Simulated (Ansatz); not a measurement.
# C₄H₆S: one species, many methods

One table from this session's results is given with a row withheld; the runs are named, their logs left out.

Method: functionals in def2-TZVPP, the program's frozen cores in correlated methods; program: Ansatz 0.2.0, Gaussian basis.

The runs, in order: PBE-D4, r2SCAN-D4, PBE0-D4, B3LYP-D4, ωB97X-V, ωB97M-V, B2PLYP; CCSD(T)/def2-TZVPP; MP2/def2-QZVPP; extrapolation to the limit.

### The relaxed structure

The geometry comes from an earlier relaxation with PBE0-D4 in a triple-zeta def2 set; it is a stationary point, not always the lowest conformer.

SMILES `C=CC(C)=S`, 11 atoms, charge 0, spin multiplicity 1.

Atoms are counted from 1 here; the program's logs count them from 0.

Bond lengths: C1–C2 1.331 Å, C1–H6 1.085 Å, C1–H7 1.083 Å, C2–C3 1.467 Å, C2–H8 1.088 Å, C3–C4 1.495 Å, C3–S5 1.627 Å, C4–H9 1.096 Å, C4–H10 1.096 Å, C4–H11 1.087 Å. Angles: C2–C1–H6 120.3°, C2–C1–H7 121.2°, H6–C1–H7 118.5°, C1–C2–C3 124.9°, C1–C2–H8 119.4°, C3–C2–H8 115.7°, C2–C3–C4 114.2°, C2–C3–S5 124.0°, C4–C3–S5 121.8°, C3–C4–H9 109.8°, C3–C4–H10 109.7°, C3–C4–H11 111.6°, H9–C4–H10 106.3°, H9–C4–H11 109.6°, H10–C4–H11 109.5°.

The first run:

The input, in.yaml:

```yaml
crystal:
  periodic: [false, false, false]
  atoms:
    - {symbol: C, position_ang: [-1.308356, 1.284143, 0.880619]}
    - {symbol: C, position_ang: [-0.522448, 0.240896, 0.624768]}
    - {symbol: C, position_ang: [0.304842, 0.086959, -0.576671]}
    - {symbol: C, position_ang: [1.094296, -1.181656, -0.617716]}
    - {symbol: S, position_ang: [0.377728, 1.181972, -1.778057]}
    - {symbol: H, position_ang: [-1.373877, 2.106633, 0.175886]}
    - {symbol: H, position_ang: [-1.894586, 1.335097, 1.789987]}
    - {symbol: H, position_ang: [-0.468279, -0.574814, 1.342345]}
    - {symbol: H, position_ang: [1.741102, -1.246050, 0.264656]}
    - {symbol: H, position_ang: [0.416318, -2.041362, -0.566390]}
    - {symbol: H, position_ang: [1.698660, -1.248719, -1.518827]}
basis:
  gaussian: {orbitals: def2-TZVPP}
hamiltonian: {xc: pbe, dispersion: d4}
output: {forces: true, orbitals: {seedname: orbitals}}
```

The run is started by

```console
ansatz run in.yaml --threads 4 --pin off --events-out ev --progress --plain --max-ram 10444MiB
```

Steps of the session up to this table: PBE-D4 (GGA); r2SCAN-D4 (meta-GGA); PBE0-D4 (hybrid); B3LYP-D4 (hybrid); ωB97X-V (range-separated); ωB97M-V (range-separated); B2PLYP (double hybrid); CCSD(T) in def2-TZVPP; MP2 in def2-QZVPP.

One table of the session follows, with a row left open; its other results are not shown here.

It belongs to the step «Atomisation energies». 

```
            method  atomisation energy (kJ/mol)
            PBE-D4                       4633.6
         r2SCAN-D4                       4520.9
           PBE0-D4                       4544.5
          B3LYP-D4                       4504.4
           ωB97X-V                       4492.9
           ωB97M-V                            ?
            B2PLYP                       4457.1
     HF/def2-TZVPP                       3293.9
    MP2/def2-TZVPP                       4460.4
   CCSD/def2-TZVPP                       4299.9
CCSD(T)/def2-TZVPP                       4381.3
           MP2/CBS                       4568.7
       CCSD(T)/CBS                       4489.6
```

**Question.** Estimate the row for ωB97M-V.

**Answer.** atomisation energy (kJ/mol): 4510.2. In the column «atomisation energy (kJ/mol)» it lies between B3LYP-D4 (4504.4) and r2SCAN-D4 (4520.9).
